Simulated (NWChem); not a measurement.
System: sulfur dioxide (SO$_{2}$); SMILES O=S=O

NWChem printed, in part:

```
             Northwest Computational Chemistry Package (NWChem) 7.3.0
             --------------------------------------------------------

 C2V symmetry detected

                             Geometry "geometry" -> ""
                             -------------------------

 Output coordinates in angstroms (scale by  1.889725989 to convert to a.u.)

  No.       Tag          Charge          X              Y              Z
 ---- ---------------- ---------- -------------- -------------- --------------
    1 O                    8.0000     1.25038100     0.00000000     0.37134150
    2 S                   16.0000     0.00000000     0.00000000    -0.37134150
    3 O                    8.0000    -1.25038100     0.00000000     0.37134150

 Effective nuclear repulsion energy (a.u.)     106.6927956085

      Symmetry information
      --------------------

 Group name             C2v
 Group number             16
 Group order               4
 No. of unique centers     2

                                Z-matrix (autoz)
                                --------

 Units are Angstrom for bonds and degrees for angles

      Type          Name      I     J     K     L     M      Value
      ----------- --------  ----- ----- ----- ----- ----- ----------
    1 Stretch                  1     2                       1.45431
    2 Stretch                  2     3                       1.45431
    3 Bend                     1     2     3               118.58231

                           NWChem Geometry Optimization
                           ----------------------------

 maximum gradient threshold         (gmax) =   0.000450
 rms gradient threshold             (grms) =   0.000300
 maximum cartesian step threshold   (xmax) =   0.001800
 rms cartesian step threshold       (xrms) =   0.001200
 fixed trust radius                (trust) =   0.300000
 source of zmatrix                         =   autoz

          -------------------
          Energy Minimization
          -------------------

 Using diagonal initial Hessian
 Scaling for Hessian diagonals: bonds = 1.00  angles = 0.25  torsions = 0.10

          --------
          Step   0

                                 NWChem DFT Module
                                 -----------------

 Summary of "ao basis" -> "ao basis" (spherical)
 ------------------------------------------------------------------------------
       Tag                 Description            Shells   Functions and Types
 ---------------- ------------------------------  ------  ---------------------
 O                          def2-svp                 6       14   3s2p1d
 S                          def2-svp                 8       18   4s3p1d

      Symmetry analysis of basis
      --------------------------

        a1         19
        a2          5
        b1         14
        b2          8

            General Information
            -------------------
          SCF calculation type: DFT
          Wavefunction type:  closed shell.
          No. of atoms     :     3
          No. of electrons :    32
           Alpha electrons :    16
            Beta electrons :    16
          Charge           :     0
          Spin multiplicity:     1
          Use of symmetry is: on ; symmetry adaption is: on
          Maximum number of iterations: 150
          AO basis - number of functions:    46
                     number of shells:    20
          Convergence on energy requested:  1.00D-06
          Convergence on density requested:  1.00D-05
          Convergence on gradient requested:  5.00D-04

              XC Information
              --------------
                        Slater Exchange Functional  1.000 local
                      VWN V Correlation Functional  1.000 local

             Grid Information
             ----------------
          Grid used for XC integration:  medium
          Radial quadrature: Mura-Knowles
          Angular quadrature: Lebedev.
          Tag              B.-S. Rad. Rad. Pts. Rad. Cut. Ang. Pts.
          ---              ---------- --------- --------- ---------
          O                   0.60       49           7.0       434
          S                   1.00       88           5.0       590
          Grid pruning is: on
          Number of quadrature shells:   137
          Spatial weights used:  Erf1

      Superposition of Atomic Density Guess
      -------------------------------------

 Sum of atomic energies:        -546.72962619

      Non-variational initial energy
      ------------------------------

 Total energy =    -547.554741
 1-e energy   =    -967.895713
 2-e energy   =     313.648176
 HOMO         =      -0.325713
 LUMO         =      -0.105179

      Symmetry analysis of molecular orbitals - initial
      -------------------------------------------------

  Numbering of irreducible representations:

     1 a1          2 a2          3 b1          4 b2

  Orbital symmetries:

     1 a1          2 b1          3 a1          4 a1          5 b1
     6 a1          7 b2          8 a1          9 b1         10 a1
    11 b1         12 b2         13 a1         14 a2         15 b1
    16 a1         17 b2         18 a1         19 b1         20 a1
    21 a1         22 b2         23 b1         24 a2         25 a1
    26 b2

[...]

      ----------------------
      Optimization converged
      ----------------------

  Step       Energy      Delta E   Gmax     Grms     Xrms     Xmax
  ---- ---------------- -------- -------- -------- -------- --------
@    3    -545.94239635 -2.8D-07  0.00000  0.00000  0.00056  0.00101
                                     ok       ok       ok       ok

                                Z-matrix (autoz)
                                --------

 Units are Angstrom for bonds and degrees for angles

      Type          Name      I     J     K     L     M      Value     Gradient
      ----------- --------  ----- ----- ----- ----- ----- ---------- ----------
    1 Stretch                  1     2                       1.46919   -0.00000
    2 Stretch                  2     3                       1.46919   -0.00000
    3 Bend                     1     2     3               118.60494    0.00000

                         Geometry "geometry" -> "geometry"
                         ---------------------------------

 Output coordinates in angstroms (scale by  1.889725989 to convert to a.u.)

  No.       Tag          Charge          X              Y              Z
 ---- ---------------- ---------- -------------- -------------- --------------
    1 O                    8.0000     1.26332288     0.00000000     0.37379136
    2 S                   16.0000     0.00000000     0.00000000    -0.37624122
    3 O                    8.0000    -1.26332288     0.00000000     0.37379136

 Effective nuclear repulsion energy (a.u.)     105.6106132689

      Symmetry information
      --------------------

 Group name             C2v
 Group number             16
 Group order               4
 No. of unique centers     2

                Final and change from initial internal coordinates
                --------------------------------------------------

                                Z-matrix (autoz)
                                --------

 Units are Angstrom for bonds and degrees for angles

      Type          Name      I     J     K     L     M      Value       Change
      ----------- --------  ----- ----- ----- ----- ----- ---------- ----------
    1 Stretch                  1     2                       1.46919    0.01488
    2 Stretch                  2     3                       1.46919    0.01488
    3 Bend                     1     2     3               118.60494    0.02263

[...]

 Rotational Constants
 --------------------
 A=   1.874039 cm-1  (  2.696264 K)
 B=   0.330187 cm-1  (  0.475054 K)
 C=   0.280726 cm-1  (  0.403893 K)

 Temperature                      =   298.15K
 frequency scaling parameter      =   1.0000

 Zero-Point correction to Energy  =    4.197 kcal/mol  (  0.006688 au)
 Thermal correction to Energy     =    6.137 kcal/mol  (  0.009781 au)
 Thermal correction to Enthalpy   =    6.730 kcal/mol  (  0.010724 au)

 Total Entropy                    =   59.494 cal/mol-K
   - Translational                =   38.369 cal/mol-K (mol. weight =  63.9619)
   - Rotational                   =   20.370 cal/mol-K (symmetry #  =        2)
   - Vibrational                  =    0.755 cal/mol-K

 Cv (constant volume heat capacity) =    7.620 cal/mol-K
   - Translational                  =    2.979 cal/mol-K
   - Rotational                     =    2.979 cal/mol-K
   - Vibrational                    =    1.661 cal/mol-K

[normal modes left out]

 ----------------------------------------------------------------------------
 Normal Eigenvalue ||           Projected Infra Red Intensities
  Mode   [cm**-1]  || [atomic units] [(debye/angs)**2] [(KM/mol)] [arbitrary]
 ------ ---------- || -------------- ----------------- ---------- -----------
    1       -0.000 ||    0.000733           0.017         0.715       0.305
    2       -0.000 ||    0.000709           0.016         0.691       0.295
    3        0.000 ||    0.003380           0.078         3.295       1.405
    4        0.000 ||    0.006764           0.156         6.594       2.811
    5        0.000 ||    0.003380           0.078         3.295       1.405
    6        0.000 ||    0.000584           0.013         0.569       0.243
    7      493.428 ||    0.031715           0.732        30.917      13.182
    8     1129.346 ||    0.026484           0.611        25.818      11.008
    9     1314.203 ||    0.142787           3.294       139.196      59.347
 ----------------------------------------------------------------------------
```

Level: LDA (Slater exchange, VWN5)/def2-SVP. 

Question: Write an input that gives this output.

Answer: Several could match; the one computed here: the input that was run:
```
start job
memory heap 200 mb stack 900 mb global 1100 mb
geometry units angstroms
  O      1.250381     0.000000     0.373591
  S      0.000000     0.000000    -0.369092
  O     -1.250381     0.000000     0.373591
end
basis spherical
  * library def2-svp
end
dft
  xc slater vwn_5
  iterations 150
end
driver
  maxiter 120
end
task dft optimize
task dft freq
```
